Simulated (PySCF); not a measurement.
Species: C3H6.
Geometry (PBE0-D3(BJ)/def2-SVP, Å), atoms numbered from 1 in this order:
```
atom  x, y, z in Å
C1     1.3582    0.0913   -0.2553
C2     0.2776   -0.1076    0.5006
C3    -1.1363   -0.0107    0.0323
H4     1.2719    0.3495   -1.3162
H5     2.3679    0.0038    0.1546
H6     0.4193   -0.3646    1.5586
H7    -1.6908    0.7552    0.6002
H8    -1.1947    0.2451   -1.0360
H9    -1.6723   -0.9620    0.1881
```

Method: TDDFT wB97X-D/def2-SVPD, vertical, gas phase, core orbitals frozen in the response (PySCF).

| state | E (eV) | ν̃ (cm⁻¹) | f | symmetry | main configurations (H = HOMO, L = LUMO) |
| --- | --- | --- | --- | --- | --- |
| S1 | 7.44 | 60030 | 0.032 | A″ | H→L+1 (88%) |
| S2 | 7.53 | 60730 | 0.425 | A′ | H→L (96%) |
| S3 | 8.20 | 66140 | 0.0008 | – | H→L+3 (46%), H-1→L (32%), H→L+2 (17%) |
| S4 | 8.31 | 67050 | 0.0002 | – | H-1→L (66%), H→L+3 (25%) |
| S5 | 8.43 | 67980 | 0.031 | A″ | H→L+2 (70%), H→L+3 (17%) |
| S6 | 9.16 | 73870 | 0.0008 | – | H-2→L (89%) |
| S7 | 9.53 | 76830 | 0.0014 | – | H→L+4 (89%) |
| S8 | 9.83 | 79300 | 0.058 | A″ | H→L+6 (94%) |
| S9 | 9.90 | 79850 | 0.025 | A′ | H→L+5 (52%), H-1→L+1 (39%) |
| S10 | 9.97 | 80420 | 0.075 | A′ | H-1→L+1 (49%), H→L+5 (40%) |

Triplets, Tamm–Dancoff:

| state | E (eV) | λ (nm) | main configurations (H = HOMO, L = LUMO) |
| --- | --- | --- | --- |
| T1 | 4.50 | 275.7 | H→L (96%) |
| T2 | 7.42 | 167.0 | H→L+1 (87%) |
| T3 | 7.82 | 158.6 | H-1→L (94%) |
| T4 | 8.16 | 152.0 | H→L+3 (62%), H→L+2 (30%) |

The lowest singlet comes at 167 nm (718 kJ/mol) in the vacuum ultraviolet; it is of moderate strength; its leading configuration is HOMO→LUMO+1 (88%). The most intense listed level is S2 at 7.53 eV (165 nm, f = 0.425), 0.09 eV above S1. Löwdin shares by element: HOMO carbon 84% (atoms not listed hold the other 16%); LUMO carbon 77%, hydrogen 7% or more (atoms not listed hold the other 16%). Weighted by f, the mean energy of these states is 8.15 eV. Of the 10 states listed, 6 reach f = 0.01 and 1 stays under 0.0005. Orbital energies (eV): HOMO-3 -13.57, HOMO-2 -12.38, HOMO-1 -11.64, HOMO -9.24, LUMO 2.23, LUMO+1 2.64, LUMO+2 3.31. The vertical ionisation energy is 9.74 eV (ΔSCF), so S8 and higher lie in the continuum; a finite Gaussian basis only mimics such states. Symmetry labels in Cs follow from the direction of the transition dipole and are given only for states with f of 0.002 or more. Singlets were solved by full linear response, triplets in the Tamm–Dancoff approximation.

Time: 9.4 s. Hardware: an x86-64 server with one thread, shared host.
